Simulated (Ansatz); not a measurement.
A run of Ansatz (development build ahead of 0.2.0) on doublet C₂H₅ at this shape:

```yaml
atoms:
  - { symbol: C, position_ang: [0.0355, -0.0153, -0.7069] }
  - { symbol: C, position_ang: [-0.0163, 0.0051, 0.7894] }
  - { symbol: H, position_ang: [0.9405, -0.0341, 1.3640] }
  - { symbol: H, position_ang: [-0.9763, 0.0036, 1.3795] }
  - { symbol: H, position_ang: [0.0082, 1.0112, -1.0730] }
  - { symbol: H, position_ang: [0.8502, -0.4669, -1.1516] }
  - { symbol: H, position_ang: [-0.9280, -0.4725, -1.0899] }
```

Its results:

- Converged: yes
- Total energy: -79.07511 hartree
- Spin squared of the determinant: 0.755
- Stability test: minimum

Forces (eV/Å):
| atom | Fx | Fy | Fz |
| --- | --- | --- | --- |
| C1 | -3.594 | 0.791 | 1.206 |
| C2 | 0.425 | -0.388 | 0.807 |
| H3 | -0.985 | 0.085 | -0.417 |
| H4 | 1.175 | 0.058 | -0.894 |
| H5 | 0.026 | 0.338 | -0.216 |
| H6 | 1.857 | -1.206 | -0.655 |
| H7 | 1.096 | 0.322 | 0.169 |

Task: Which input gives this output? Name the method, the orbitals and the basis set, and write the input.

Result: PBE0 (unrestricted) in def2-TZVP.

```yaml
crystal:
  periodic: [false, false, false]
  atoms:
    - { symbol: C, position_ang: [0.03545, -0.01529, -0.7069] }
    - { symbol: C, position_ang: [-0.01627, 0.00514, 0.78939] }
    - { symbol: H, position_ang: [0.94048, -0.03409, 1.36399] }
    - { symbol: H, position_ang: [-0.97632, 0.00358, 1.37948] }
    - { symbol: H, position_ang: [0.0082, 1.01124, -1.07301] }
    - { symbol: H, position_ang: [0.8502, -0.46687, -1.1516] }
    - { symbol: H, position_ang: [-0.92804, -0.47247, -1.08995] }
basis:
  gaussian: { orbitals: def2-TZVP }
magnetization:
  spin_polarized: true
  initial_magnetization: 1
hamiltonian:
  xc: pbe0
output:
  forces: true
```
